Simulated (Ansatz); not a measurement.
# CH4O + SiH3 radical: a complex and its separated parts

The complex below is one end of an elementary step. How strongly is it bound against its free parts?

Computed with Ansatz 0.2.0, Gaussian basis. Level: PBE0-D4/def2-TZVP structures, single points in def2-TZVPP, no counterpoise correction.

Levels: SPW92, PBE-D4, BLYP-D4, r2SCAN-D4, B97M-V, PBE0-D4, B3LYP-D4, r2SCAN0-D4, BHLYP-D4, CAM-B3LYP-D4, wB97X-V, wB97M-V, B2PLYP, PBE-QIDH, RPA on PBE, Hartree-Fock, MP2, CCSD, CCSD(T).

Correlated methods freeze the cores. Orbitals are unrestricted. B3LYP uses VWN-RPA correlation. B2PLYP carries no dispersion term here.

## 1. The starting structure

The complex: 10 atoms, charge 0, spin multiplicity 2.

Atoms are counted from 1 here; the program's logs count them from 0.

Bond lengths: H1–O2 0.960 Å, O2–C3 1.413 Å, C3–H5 1.090 Å, C3–H6 1.096 Å, C3–H7 1.095 Å, Si4–H8 1.486 Å, Si4–H9 1.485 Å, Si4–H10 1.494 Å. Angles: H1–O2–C3 108.7°, O2–C3–H5 106.9°, O2–C3–H6 112.1°, O2–C3–H7 111.8°, H5–C3–H6 108.3°, H5–C3–H7 108.4°, H6–C3–H7 109.1°, H8–Si4–H9 111.9°, H8–Si4–H10 109.2°, H9–Si4–H10 109.6°.

As a file:

```xyz
10

H     1.1666   -0.1372   -1.2903
O     1.0613    0.0677   -0.3581
C     0.7639    1.4429   -0.2263
Si   -1.2149   -1.5356    0.2799
H     0.6490    1.6424    0.8389
H    -0.1713    1.7129   -0.7302
H     1.5732    2.0727   -0.6114
H    -1.2157   -0.4975    1.3426
H    -0.0968   -2.4979    0.4466
H    -2.5152   -2.2702    0.3083
```

Its parts: CH4O holds atoms 1, 2, 3, 5, 6, 7; SiH3 radical holds atoms 4, 8, 9, 10. Each part counts its atoms afresh in its own runs.

## 2. Relaxing CH4O alone

File relax-a/in.yaml:

```yaml
crystal:
  periodic: [false, false, false]
  atoms:
    - {symbol: H, position_ang: [1.166583, -0.137159, -1.290311]}
    - {symbol: O, position_ang: [1.061272, 0.067654, -0.358066]}
    - {symbol: C, position_ang: [0.763877, 1.442855, -0.226283]}
    - {symbol: H, position_ang: [0.648977, 1.642393, 0.838930]}
    - {symbol: H, position_ang: [-0.171260, 1.712934, -0.730243]}
    - {symbol: H, position_ang: [1.573218, 2.072708, -0.611397]}
basis:
  gaussian: {orbitals: def2-TZVP}
hamiltonian: {xc: pbe0, dispersion: d4}
relax: {f_tol: 0.005, max_steps: 200}
```

The command line of these runs was not kept.

The runs that follow: Relaxing SiH3 radical alone; wB97M-V/def2-TZVPP; CCSD(T)/def2-TZVPP; Vibrations of CH4O; Vibrations of SiH3 radical.

**Question.** What will these runs give? Wanted: complex less parts, CCSD(T)/def2-TZVPP; with zero-point energy; largest T1 diagnostic.

As calculated:

```
                              quantity        value
complex less parts, CCSD(T)/def2-TZVPP  -8.6 kJ/mol
                with zero-point energy  -3.4 kJ/mol
                 largest T1 diagnostic        0.016
```

**Reading.** At CCSD(T) the complex lies 8.6 kJ/mol below its parts. The functionals run from PBE-QIDH, off by +0.7 kJ/mol, to SPW92, off by -15.8 kJ/mol, against CCSD(T). By rung, the mean size of the error is: LDA 15.8, GGA 6.2, meta-GGA 4.0, hybrid 3.3, range-separated hybrid 2.9, double hybrid 1.6 kJ/mol. PBE-D4 gives a relative energy 6.7 kJ/mol too low, an error of 78 % of the reference. No counterpoise was applied, and triple zeta lacks some correlation, so the CCSD(T) reference has a basis error of its own, and close matches with it are partly luck.
